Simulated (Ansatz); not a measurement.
Basis-set extrapolation for C4H3S (`[c]1cccs1`) radical (PBE0-D4/def2-TZVP geometry, frozen core, Ansatz). Multiplicity 2, UHF reference.

|  | def2-TZVPP | def2-QZVPP |
| --- | --- | --- |
| HF | -550.727543 | -550.745174 |
| MP2 correlation | -0.745315 | -0.798816 |
| CCSD(T) correlation | -0.836408 | not run |

Energies in hartree. Use E(X) = E(∞) + A·exp(−7.88·√X) for Hartree–Fock and E(X) = E(∞) + B·X^(−2.97) for correlation, with X = 3 and 4, and add CCSD(T) minus MP2 of the smaller set to the MP2 limit.

Problem. What is the CCSD(T) energy at the basis-set limit?

Solution. HF limit: -550.745174 + (-0.017631) × 0.13774 = -550.74760. MP2 limit: -0.798816 + (-0.053501) × 0.74074 = -0.83845. Higher-order term: -0.836408 − (-0.745315) = -0.09109. Total: -551.67714 hartree, 3.08 eV below CCSD(T)/def2-TZVPP.

The UHF reference is spin-contaminated (⟨S²⟩ = 1.11, T1 = 0.041).
